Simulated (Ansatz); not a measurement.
A geometry relaxed with B3LYP-D3(BJ)/def2-TZVP run with Ansatz (an electronic-structure program), charge 0, multiplicity 2:

```xyz
4

C      0.0000     0.0000     0.0001
H      1.0666    -0.1635     0.0005
H     -0.6749    -0.8419     0.0031
H     -0.3916     1.0054    -0.0037
```

Question: Write the SMILES of this molecule.

Answer: `[CH3]`
